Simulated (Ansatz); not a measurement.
A calculation with Ansatz (development build ahead of 0.2.0).

```yaml
crystal:
  periodic: [false, false, false]
  atoms:
    - { symbol: O, position_ang: [0.00049, 0.00078, -0.42075] }
    - { symbol: O, position_ang: [-0.00022, 1.05977, 0.2103] }
    - { symbol: O, position_ang: [-0.00027, -1.0617, 0.21022] }
basis:
  gaussian: { orbitals: cc-pVTZ }
hamiltonian:
  xc: hf
correlation:
  method: mp2
  frozen_orbitals: { O: 1 }
```

The input is written out in the form of the current development build from the run's settings.

The run gave:

```yaml
Converged: yes
Reference_energy: -224.35202 hartree
Correlation_energy: -0.76209 hartree
Total_energy: -225.11411 hartree
Spin_squared_of_the_determinant: 0.000
```
